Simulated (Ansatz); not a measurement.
## Ansatz (development build ahead of 0.2.0) run

```yaml
crystal:
  periodic: [false, false, false]
  atoms:
    - { symbol: O, position_ang: [0.0, 0.0, 0.0] }
    - { symbol: Si, position_ang: [0.0, 0.0, 3.222] }
    - { symbol: O, position_ang: [0.0, 0.0, -2.268] }
basis:
  gaussian: { orbitals: pcseg-2 }
magnetization:
  initial_magnetization: 2
hamiltonian:
  xc: pbe0
```

The input is written out in the form of the current development build from the run's settings.

Results

* Converged: yes
* Total energy: -439.22009 hartree
* Spin squared of the determinant: 2.000
* Stability test: minimum among restricted orbitals

Caution: stretched shape with no unrestricted run beside it, a lower state can exist; other spin multiplicities may lie lower.
